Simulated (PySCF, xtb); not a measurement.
## Two isomers of FH2NSi

Structure I is `N[Si]F`, a singlet and structure II is `[H]/N=[SiH]\F`, a singlet. Both are isolated molecules in the gas phase, relaxed with PBE0-D3(BJ)/pcseg-1; the shapes shown needn't be the lowest conformers.

I (Å):

```csv
atom,x (Å),y (Å),z (Å)
F,-1.5687,-2.0498,1.0045
N,0.1007,-0.1745,1.3076
Si,-0.0149,-1.8671,1.5436
H,0.9407,0.3492,1.5291
H,-0.6410,0.4158,0.9395
```

II (Å):

```xyz
5

F    -1.7149   -0.7827    0.2179
N     0.3185   -0.8836    2.3052
Si   -0.2512   -0.5489    0.8762
H    -0.1357   -1.3180    3.0992
H     0.5790    0.0921   -0.1530
```

Quicker runs give these differences E(II) − E(I): GFN2-xTB −49.5 kJ/mol; HF/STO-3G +257.1 kJ/mol (at GFN2-xTB geometries); r2SCAN-D4/def2-SVP +101.7 kJ/mol (at GFN2-xTB geometries).

Q: Estimate E(II) − E(I) at the level CCSD(T)/def2-TZVP.

A: Calculated at CCSD(T)/def2-TZVP: E(II) − E(I) = +94.2 kJ/mol, so structure I lies lower.

Level by level:

| level | geometry | E(II) − E(I) (kJ/mol) | departure from the last row (kJ/mol) | job, with rough time for the two |
| --- | --- | --- | --- | --- |
| GFN2-xTB | GFN2-xTB | −49.5 | −143.6 | optimisation, 0.42 s |
| HF/STO-3G | GFN2-xTB | +257.1 | +163.0 | single point, 4.1 s |
| r2SCAN-D4/def2-SVP | GFN2-xTB | +101.7 | +7.5 | single point, 18 s |
| PBE0-D3(BJ)/pcseg-1 | PBE0-D3(BJ)/pcseg-1 | +106.8 | +12.7 | optimisation, 74 s |
| HF/def2-TZVP | PBE0-D3(BJ)/pcseg-1 | +112.9 | +18.7 | part of the CCSD(T) run |
| MP2/def2-TZVP | PBE0-D3(BJ)/pcseg-1 | +81.9 | −12.3 | part of the CCSD(T) run |
| CCSD(T)/def2-TZVP | PBE0-D3(BJ)/pcseg-1 | +94.2 |  | single point, 2.1 min |

As drawn, II has 1 N=Si, 1 Si–H in place of 1 N–Si, 1 N–H.

GFN2-xTB puts the two in the other order. The largest departure from CCSD(T)/def2-TZVP is that of HF/STO-3G, 163.0 kJ/mol.

With thermal terms from frequencies at re-optimised GFN2-xTB minima (ideal gas, soft modes damped towards free rotors, one conformer each, 1000 K, 1 atm): on the last row, ΔE + ΔZPE = +86.7, ΔH = +86.9, ΔG = +87.0 kJ/mol.

The correlated steps freeze 7 core orbitals. Programs: PySCF 2.14.0, xtb 6.7.1; the last row on 2 threads of AMD EPYC (Zen 3) on a shared host.
